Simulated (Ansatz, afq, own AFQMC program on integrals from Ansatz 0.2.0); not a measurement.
Integrals from Ansatz 0.2.0, then the random walk in our own AFQMC program (afq).

```yaml
crystal:
  periodic: [false, false, false]
  atoms:
    - {symbol: Al, position_ang: [0.000000, 0.000000, 0.000000]}
    - {symbol: C, position_ang: [0.000000, 0.000000, 1.966767]}
basis:
  gaussian: {orbitals: cc-pVDZ}
total_charge: 1
magnetization: {spin_polarized: true, initial_magnetization: 2}
correlation: {method: ccsd_t, electrons: outside_noble_gas, hamiltonian_folder: ham}
```

```sh
$ ansatz run in.yaml --threads 1 --pin off --events-out ev --progress --plain --max-ram 1843MiB
```

afq runs on the folder ham with

```
--method phaseless --trial hf --walkers 180 --populations 1 --least-time 40 --time-step 0.005 --steps-per-block 20 --equilibration-blocks 112 --max-blocks 600 --target-error 0.00087 --factor-cut 1e-05 --start spin_pure --seed 8276 --taylor-order 6
```

Times are imaginary, in 1/Eh. The walk had a cap of 537 s.

Log:

```
orbitals 26  electrons 4 2  factors 175 of 315
reference energy -279.36439708 Eh
CCSD correlation -0.10885240 Eh in 16 cycles, weight of the determinant in the CISD state 0.8199
energy of the start -279.374136 Eh
 block  time / (1/Eh)  mean weight  energy / Eh
     1     0.100  1.0007  -279.391781
     2     0.200  1.0010  -279.408376
     3     0.300  1.0011  -279.420729
     4     0.400  1.0009  -279.428989
     5     0.500  1.0002  -279.437347
     7     0.700  1.0002  -279.450856
     9     0.900  1.0006  -279.457661
    18     1.800  1.0003  -279.478555
    52     5.200  0.9999  -279.488095
    86     8.600  1.0010  -279.489993
   120    12.000  0.9999  -279.476605
   154    15.400  1.0005  -279.491916
   188    18.800  0.9996  -279.463787
   222    22.200  0.9999  -279.476021
   256    25.600  1.0004  -279.464951
   290    29.000  0.9988  -279.495142
   307    30.700  1.0001  -279.504067
   324    32.400  0.9986  -279.472502
   358    35.800  0.9993  -279.457755
   392    39.200  0.9998  -279.493677
   426    42.600  1.0006  -279.480015
   460    46.000  1.0000  -279.484494
   494    49.400  1.0002  -279.472438
   528    52.800  1.0005  -279.498401
   562    56.200  1.0008  -279.489806
   596    59.600  1.0019  -279.465134
   630    63.000  1.0013  -279.484730
   664    66.400  0.9997  -279.490985
   698    69.800  1.0003  -279.482501
blocks merged  error / Eh  count
     1  0.000383  600
     2  0.000506  300
     4  0.000658  150
     8  0.000838  75
    16  0.001061  37
    32  0.001233  18
    64  0.001097  9
energy -279.480182 +/- 0.001233 Eh
(rows thinned)
```

The run passed its tests (sampling time, drift between the halves within three errors, error under three times the target), which doesn't prove that it has relaxed.

Against this walk (error 33.5 meV) on the same determinant: CCSD(T) 36.8 meV higher (within the noise), CCSDT(Q) 88.1 meV lower, full CI 85.9 meV lower, a separate phaseless walk with a CISD trial and standard settings 55.2 ± 35.1 meV lower (within the noise). The error is statistical and leaves out the bias of the constraint. The determinant has ⟨S²⟩ = 2.79, so the low cluster orders mix in higher spin, while the walk starts as a pure triplet. The determinant is a poor start (see the cautions), so the low cluster orders aren't to be relied on, and full CI is the sure value.

Cautions: constraint bias not in the error; error above the target (33.5 against 23.7 meV); lower spins were not checked; strong correlation (T1 0.079, weight of the determinant 0.82, largest double 0.18); unrestricted determinant spin contaminated (⟨S²⟩ 2.79 against 2.00).

The walk took 3.9 min on 1 thread of Arm Neoverse N1, with other jobs on the host. The log's last line is the phaseless energy.

CCSDT and higher add their correlation energy to the determinant of the CCSD(T) run, since their own runs factorise the integrals more tightly (a shift of under 2 meV). A walk keeps the symmetry of its determinant, which the program's search chose and which needn't be the lowest solution, so a lower state of the same spin and another symmetry isn't excluded.
